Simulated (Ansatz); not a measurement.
Ansatz (an electronic-structure program) input (HF/6-31G*):

Ansatz 0.2 input:
```yaml
crystal:
  periodic: [false, false, false]
  atoms:
    - {symbol: C, position_ang: [-0.00121177, -0.00580498, 0.65844773]}
    - {symbol: C, position_ang: [0.00121177, 0.00580498, -0.65844773]}
    - {symbol: H, position_ang: [0.01652407, 0.90333892, 1.23366005]}
    - {symbol: H, position_ang: [-0.02103499, -0.92494849, 1.21747245]}
    - {symbol: H, position_ang: [0.02103499, 0.92494849, -1.21747245]}
    - {symbol: H, position_ang: [-0.01652407, -0.90333892, -1.23366005]}
basis:
  gaussian:
    orbitals: 6-31G*
hamiltonian:
  xc: {name: HF}
phonons: {temperatures: {t_min: 298.15, t_max: 298.15, t_step: 100}}
```

Question: Which harmonic wavenumbers does it give?

Answer: 897, 1095, 1099, 1155, 1352, 1497, 1610, 1855, 3321, 3344, 3394, 3420 cm⁻¹ (unscaled; negative means imaginary).
